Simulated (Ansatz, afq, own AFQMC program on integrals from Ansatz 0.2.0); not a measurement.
S, triplet in aug-cc-pVDZ, levels against full CI

A free S atom.

Basis aug-cc-pVDZ. Noble-gas cores (and the filled d shells of Ga–Kr and In–Xe) are frozen. Integrals, coupled cluster, full CI and functionals: Ansatz 0.2.0; the random walks run on the same integrals in our own AFQMC program. The CISD trial takes its coefficients from CCSD amplitudes. Released means that phaseless walkers are propagated on without the constraint, phases kept. Free projection: walkers drawn from exp(T), propagated without any constraint. Its projection time is finite, and what remains of the start isn't in its error. Error bars are statistical, one sigma.

Determinant: UHF, the one that the program's search chose, which needn't be the lowest solution.

Full CI on the same integrals is exact in this basis and with this determinant's frozen core.

Cautions: the released energies have errors that jump between times, so the bars are unsure, so no released level is given (meV from the phaseless value at times in 1/Eh: -368 ± 366 at 0.24, 33 ± 38 at 0.50, -6.9 ± 0.5 at 1.00, -7.7 ± 0.8 at 1.50), though the last usable value meets full CI within the noise.

```
T1 diagnostic                               : 0.0089
weight of the determinant in the CISD state : 0.939
⟨S²⟩ of the determinant                     : 2.009
size of the correlated space                : 6 electrons in 22 orbitals
```

```json
{"level": "MP2", "correlation energy (eV)": "-2.4458"}
{"level": "CCSD", "correlation energy (eV)": "-2.9883"}
{"level": "CCSD(T)", "correlation energy (eV)": "-3.0427"}
```

Problem. Estimate where full CI lies against CCSD(T) on the same integrals.

Solution. 16.4 meV below CCSD(T).

Reference: full CI, correlation energy -3.059 eV.

```json
{"level": "CCSD(T)", "E − E(reference) (meV)": "16.4", "share of correlation (%)": "99.46"}
{"level": "CCSDT", "E − E(reference) (meV)": "4.5", "share of correlation (%)": "99.85"}
{"level": "CCSDT(Q)", "E − E(reference) (meV)": "0.8", "share of correlation (%)": "99.97"}
{"level": "CCSDTQ", "E − E(reference) (meV)": "0.1", "share of correlation (%)": "100.00"}
{"level": "ph-AFQMC/HF", "E − E(reference) (meV)": "92.4 ± 10.3", "share of correlation (%)": "96.98"}
{"level": "ph-AFQMC/CISD", "E − E(reference) (meV)": "8.6 ± 1.0", "share of correlation (%)": "99.72"}
{"level": "free AFQMC", "E − E(reference) (meV)": "-0.9 ± 0.8", "share of correlation (%)": "100.03"}
```

CCSDT and higher add their correlation energy to the determinant of the CCSD(T) run, since their own runs factorise the integrals more tightly (a shift of under 2 meV). Free projections are given only where their last times agree within the noise and don't stop above the reference; a slow remainder of the start can still hide under it. A walk keeps the symmetry of its determinant, which the program's search chose and which needn't be the lowest solution, so a lower state of the same spin and another symmetry isn't excluded.
